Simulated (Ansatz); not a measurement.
Al3H2. The state is a doublet with charge 0. Geometry B3LYP-D4/def2-TZVP.

```xyz
5

Al   -0.507    0.790   -1.678
Al    1.102    0.241    0.367
Al   -0.459   -1.875   -0.031
H    -0.060   -0.631    1.323
H    -0.075    1.475    0.019
```

Another isomer (doublet) lies 0.40 eV lower at PBE0-D4/def2-TZVP; other spin states weren't run for this one.

Q: Estimate the α-spin orbital energies around the gap (eV) in Ansatz with PBE-D4/def2-TZVP, revPBE-D4/def2-TZVP, r2SCAN-D4/def2-TZVP, r2SCANh-D4/def2-TZVP, PBE0-D4/def2-TZVP.

A: 
| orbital | PBE-D4/def2-TZVP | revPBE-D4/def2-TZVP | r2SCAN-D4/def2-TZVP | r2SCANh-D4/def2-TZVP | PBE0-D4/def2-TZVP |
| --- | --- | --- | --- | --- | --- |
| HOMO−5 | -11.89 | -11.86 | -12.48 | -13.06 | -13.59 |
| HOMO−4 | -9.47 | -9.45 | -9.90 | -10.38 | -10.84 |
| HOMO−3 | -7.29 | -7.24 | -7.51 | -7.88 | -8.33 |
| HOMO−2 | -5.62 | -5.59 | -5.83 | -6.14 | -6.45 |
| HOMO−1 | -5.53 | -5.51 | -5.71 | -6.04 | -6.44 |
| HOMO | -4.37 | -4.36 | -4.67 | -4.95 | -5.15 |
| LUMO | -3.45 | -3.40 | -3.41 | -3.16 | -2.82 |
| LUMO+1 | -2.68 | -2.63 | -2.55 | -2.29 | -2.00 |
| LUMO+2 | -1.92 | -1.86 | -1.78 | -1.54 | -1.25 |
| LUMO+3 | -1.00 | -0.96 | -0.83 | -0.59 | -0.34 |
| LUMO+4 | -0.23 | -0.18 | 0.00 | 0.24 | 0.48 |
| LUMO+5 | 0.02 | 0.07 | 0.39 | 0.59 | 0.66 |
| β HOMO | -5.25 | -5.21 | -5.34 | -5.63 | -6.02 |
| β LUMO | -3.61 | -3.55 | -3.38 | -3.12 | -2.95 |
